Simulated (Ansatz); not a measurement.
**How far each method lies from UCCSDT(Q) for H$_{3}$Si–C⁺, triplet**

Geometry: that of the H3Si–C, doublet, kept fixed.

```json
{"atom": "Si", "x (Å)": "-0.0027", "y (Å)": "0.0000", "z (Å)": "0.4927"}
{"atom": "C", "x (Å)": "0.0237", "y (Å)": "0.0000", "z (Å)": "-1.3968"}
{"atom": "H", "x (Å)": "0.6305", "y (Å)": "-1.2164", "z (Å)": "1.0698"}
{"atom": "H", "x (Å)": "0.6307", "y (Å)": "1.2163", "z (Å)": "1.0698"}
{"atom": "H", "x (Å)": "-1.4681", "y (Å)": "0.0001", "z (Å)": "0.7752"}
```

Basis cc-pVDZ; Ansatz 0.2.0. Only valence electrons are correlated (noble-gas cores frozen), which leaves 10 electrons in 41 orbitals. R marks a restricted (for open shells ROHF) determinant, U an unrestricted one. Active spaces: valence = (10e, 11o) chosen from the atoms' valence shells.

Full CI isn't at hand for all of this; UCCSDT(Q) serves as the reference, and is uncertain by about the last step of the cluster series. The frozen core follows each run's orbitals, which can shift R against U totals by a few meV.

```
UHF ⟨S²⟩                          : 2.008
T1 diagnostic (RCCSD)             : 0.0360
largest doubles amplitude (RCCSD) : 0.064
T1 diagnostic (UCCSD)             : 0.0308
```

From what is known of these methods and the diagnostics, rank them by the size of their error in total energy against UCCSDT(Q) in cc-pVDZ, smallest first (an estimate: the text doesn't fix the numbers).
A. UHF
B. RCCSD
C. RCCSDT
D. RCCSD(T)
E. NEVPT2 (valence space)

C (0.9 kJ/mol), D (5.2 kJ/mol), B (19.2 kJ/mol), E (87.5 kJ/mol), A (520.4 kJ/mol).

All errors are against UCCSDT(Q) in cc-pVDZ. Within each family the higher level lies nearer, as is usual though not guaranteed.

Natural occupations of CASSCF (valence space) about the gap: 1.983 1.968 1.960 1.949 1.001 0.999 0.055 0.031 0.023 0.018; effectively unpaired electrons, Σ n²(2−n)², 2.04.
